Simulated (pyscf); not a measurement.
`[GeH2]` [singlet] + `[CH3][OH]` -> `[OH][CH2][GeH3]`, gas phase, singlet surface. Optimised with ωB97X-D3(BJ)/def2-SVP in PySCF. Correlated levels are frozen-core, on RHF or UHF. ΔMP2 is the change of the MP2 total energy from the triple- to the quadruple-zeta basis. ΔG in kcal/mol from CCSD(T)/def2-TZVPP + ΔMP2(QZVPP) energies (ideal gas, 1 atm, RRHO with modes under 100 cm⁻¹ raised to 100, one conformer, R ln 2 for chiral ones without a mode under 150 cm⁻¹).

```
T (K)     ΔG
-----  -----
298    -23.2
600    -12.5
900        ?
1200    +7.4
```

Problem. Fit a line to the three values, predict ΔG at 900 K, and estimate where the reaction turns unfavourable at 1 atm of each gas.

Solution. Least squares gives ΔG = -33.1 + 33.8 × T/1000 K, so ΔS is about -141 J/(mol K) and ΔH about -33.1 kcal/mol over this range (ΔH at 298 K: -34.1). At 900 K the line gives -2.7; the computed value is -2.3. ΔG = 0 falls near 980 K; 1 kcal/mol in the energy moves that by 30 K. This is thermodynamics alone and says nothing of the barrier. The CCSD(T) − MP2 part came from Ansatz, without density fitting, on the same reference. The frozen core leaves the outer d or s,p core shells of the metals and heavy elements correlated in the MP2 and CC values, and def2-TZVPP describes them poorly, which can shift differences by a few kcal/mol. Elements up to Kr have no core potential and no relativistic terms here.
